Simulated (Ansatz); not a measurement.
# SiClF (triplet): the correlation ladder, cc-pVDZ

One table from this session's results is given with a row withheld; the runs are named, their logs left out.

Computed with Ansatz 0.2.0, Gaussian basis. Level: cc-pVDZ, core rule «outside noble gas», up to 11 orbitals frozen.

The runs, in order: UHF; CCSD(T) on ROHF; CCSD(T) on UHF; BCCD(T) on ROHF; CISD; CCSDT(Q) on ROHF; CCSDT(Q) on UHF.

35 further runs of the same task are left out: 17 for a known fault of the program, 8 that didn't finish, 10 set aside as unsound or not needed.

## What is computed

The geometry is a PBE0/def2-TZVP stationary point (not a proven minimum).

3 atoms, charge 0, spin multiplicity 3.

Atoms are counted from 1 here; the program's logs count them from 0.

Bond lengths: Cl1–Si2 2.041 Å, Si2–F3 1.602 Å. Angles: Cl1–Si2–F3 116.3°.

The first run:

Contents of in.yaml:

```yaml
crystal:
  periodic: [false, false, false]
  atoms:
    - {symbol: Cl, position_ang: [0.000000, -0.165216, 1.357873]}
    - {symbol: Si, position_ang: [0.000000, 0.563381, -0.548185]}
    - {symbol: F, position_ang: [0.000000, -0.524541, -1.723546]}
basis:
  gaussian: {orbitals: cc-pVDZ}
magnetization: {spin_polarized: true, initial_magnetization: 2}
hamiltonian: {xc: hf}
output: {orbitals: {seedname: orbitals}}
```

Command:

```bash
> ansatz run in.yaml --threads 1 --pin off --events-out ev --progress --plain --max-ram 2393MiB
```

Steps of the session up to this table: UHF; CCSD(T) on ROHF; CCSD(T) on UHF; BCCD(T) on ROHF; CISD; CCSDT(Q) on ROHF; CCSDT(Q) on UHF.

One table of the session follows, with a row left open; its other results are not shown here.

| method | from UCCSDT(Q) (kcal/mol) |
| --- | --- |
| ROHF | +254.59 |
| UHF | +253.48 |
| RMP2 | +18.20 |
| UMP2 | +18.04 |
| CISD | +28.87 |
| RCCSD | +6.15 |
| UCCSD | +6.12 |
| RCCSD(T) | ? |
| UCCSD(T) | +1.07 |
| BCCD(T) | +0.99 |
| RCCSDT | +0.58 |
| UCCSDT | +0.57 |
| RCCSDT(Q) | +0.08 |
| UCCSDT(Q) | 0 |

**Question.** Estimate the row for RCCSD(T).

**Answer.** from UCCSDT(Q) (kcal/mol): +1.08. In the column «from UCCSDT(Q) (kcal/mol)» it lies between UCCSD(T) (+1.07) and UCCSD (+6.12).

Among the levels timed on like hardware and quicker than the yardstick, those that no quicker one beats, quickest first: RCCSD(T) (2.6 s, +1.08 kcal/mol); UCCSD(T) (2.8 s, +1.07 kcal/mol); BCCD(T) (3.2 s, +0.99 kcal/mol).

With the free atoms at the same levels and basis (separate runs), the atomisation energy is 6.530 eV at UCCSDT(Q), 6.512 eV at RCCSD(T), 6.510 eV at UCCSD(T), 5.205 eV at ROHF.

To keep in mind: Restricted and unrestricted rows rest on different reference determinants; where their highest levels disagree by more than a few hundredths of an eV, they describe different states and don't form one ladder.
